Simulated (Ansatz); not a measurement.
## PH2, doublet: reading a ladder of total energies

Geometry: MP2(full)/6-31G*, from the G2/97 set.

| atom | x (Å) | y (Å) | z (Å) |
| --- | --- | --- | --- |
| P | 0.0000 | 0.0000 | 0.0599 |
| H | 0.0000 | 1.0256 | -0.9209 |
| H | 0.0000 | -1.0256 | -0.9209 |

Basis STO-3G; Ansatz 0.2.0. Correlated methods freeze the noble-gas cores, which leaves 7 electrons in 6 orbitals. R marks a restricted (for open shells ROHF) determinant, U an unrestricted one.

Full CI is exact within this basis and frozen core; it isn't the basis-set limit. The frozen core follows each run's orbitals, which can shift R against U totals by a few meV.

Runs differ by some tens of microhartree through their thresholds and, for an open shell, their frozen cores, so steps under 0.1 kcal/mol mean nothing.

```
    level  total energy (hartree)
      UHF             -338.028275
     UMP2             -338.056249
    UCCSD             -338.071550
 UCCSD(T)             -338.071596
   UCCSDT             -338.071618
UCCSDT(Q)             -338.071618
  UCCSDTQ             -338.071616
  full CI             -338.071612
```

Q: What is the correlation energy at full CI, and what share of it do UMP2 and UCCSD recover?

A: E(corr) = -338.071612 − (-338.028275) = -0.043337 hartree = -1.179 eV. UMP2: -0.027974 / -0.043337 = 64.55 %. UCCSD: -0.043275 / -0.043337 = 99.86 %.

Q: By how many kcal/mol does UCCSD(T) miss full CI (1 hartree = 627.509 kcal/mol), and which steps make up the rest?

A: -338.071596 − (-338.071612) = 0.000016 hartree = 0.01 kcal/mol. Steps: UCCSDT − UCCSD(T) = -0.01, UCCSDT(Q) − UCCSDT = 0.00, UCCSDTQ − UCCSDT(Q) = 0.00, full CI − UCCSDTQ = 0.00 kcal/mol. That is within 1 kcal/mol of the reference in this basis, which itself misses far more of the correlation at the basis-set limit.
